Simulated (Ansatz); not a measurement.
A made-up structure of CH₃AlB, doublet:

B1  (1.268, -1.359, -0.093)
C2  (0.152, 0.547, 0.215)
Al3  (-0.620, -0.543, -0.339)
H4  (-2.036, -0.829, -0.810)
H5  (1.215, 0.596, 0.516)
H6  (-0.292, 1.526, 0.406)
(Å)

It is relaxed with PBE-D4/def2-SVP and then PBE0-D4/def2-TZVP (Ansatz 0.2.0). Atoms count as bonded within 1.22 times the sum of their covalent radii (H–H: 0.88 Å). The end point is not checked to be a true minimum.

(1) Does its bonding change? (A judgement: the text doesn't fix the answer.)

Results:

(1) The calculation gives: Yes. Formed: B1–C2; broken: C2–Al3.

Where it ends: The first stage lowers the energy by 5.55 eV in 21 steps. It ends as CH₃AlB ([CH2][B][AlH]):
B1  (-0.062, -0.013, -0.059)
C2  (0.981, 0.802, 0.376)
Al3  (-1.487, -1.076, -1.049)
H4  (-2.590, -2.070, -0.483)
H5  (1.262, 0.902, 1.422)
H6  (1.583, 1.392, -0.311)
(Å)

Labels in which every atom is bracketed show which atoms are joined, not bond orders.

For scale, one of the runs: PBE0-D4/def2-TZVP relaxation, 117 basis functions, launched by `ansatz run in.yaml --threads 2 --pin off --events-out ev --progress --plain --max-ram 4352MiB`. The run took about 69 s on 2 CPU threads of an Arm Neoverse V2 (shared host).
